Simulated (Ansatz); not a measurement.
**Structure relaxation of CaC₃**

Method: DFT PBE, scalar-relativistic, plane waves, PAW in Ansatz 0.2.0. Cutoff 420 eV, Γ-centred k mesh, Gaussian smearing, no spin polarisation in the final step.

CaC₃ was placed on the TiAl3 (D0_22) structure type (I4/mmm, No. 139), with Ca in place of Ti, C in place of Al, at a guessed volume.

```
Ca C
1.0
    -1.78876    1.78876    3.99567
     1.78876   -1.78876    3.99567
     1.78876    1.78876   -3.99567
Ca C
1 3
Direct
  0.00000 0.00000 0.00000
  0.50000 0.50000 0.00000
  0.25000 0.75000 0.50000
  0.75000 0.25000 0.50000
```

Cell and atoms relax at zero pressure; the relaxation can't lower the symmetry of the start. After a coarse first stage the cell is made exact in the group found at 0.06 Å.

Formation energies are uncorrected and refer to the elements' standard structures at the same level.

Which crystal results?

It keeps I4/mmm (No. 139). The result has the TiAl3 (D0_22) structure. Conventional cell: a = 3.518 Å, c = 7.118 Å. Ca has 12 C at 2.49–2.50 Å; C on Wyckoff site b (1 atom of the primitive cell) has 4 Ca at 2.49 Å and 8 C at 2.50 Å; C on Wyckoff site d (2 atoms of the primitive cell) has 8 C at 2.49–2.50 Å and 4 Ca at 2.50 Å.

```cif
data_structure
_symmetry_space_group_name_H-M 'I4/mmm'
_symmetry_Int_Tables_number 139
_cell_length_a 3.5185
_cell_length_b 3.5185
_cell_length_c 7.1179
_cell_angle_alpha 90.000
_cell_angle_beta 90.000
_cell_angle_gamma 90.000
_cell_volume 88.12
loop_
_atom_site_label
_atom_site_type_symbol
_atom_site_symmetry_multiplicity
_atom_site_Wyckoff_symbol
_atom_site_fract_x
_atom_site_fract_y
_atom_site_fract_z
_atom_site_occupancy
Ca1 Ca 2 a 0.00000 0.00000 0.00000 1
C1 C 2 b 0.50000 0.50000 0.00000 1
C2 C 4 d 0.50000 0.00000 0.25000 1
```

What are its volume, energy, density and gap?

The volume per atom is 11.01 Å³. The density is 2.87 g/cm³ and the energy over the elements is 2.78 eV/atom. The gap on the 18×18×18 mesh is 0 eV (a metal).

The final run used a 18×18×18 mesh on its 4-atom cell and 0.10 eV smearing. The k mesh leaves about 4 meV/atom of noise in metals. A structure relaxed within its symmetry needn't be a true minimum. The steps took of the order of 70 core-seconds in all.

Cost: 3 runs of about 1.2 core-minutes in all, on Arm Neoverse V2 (shared hosts).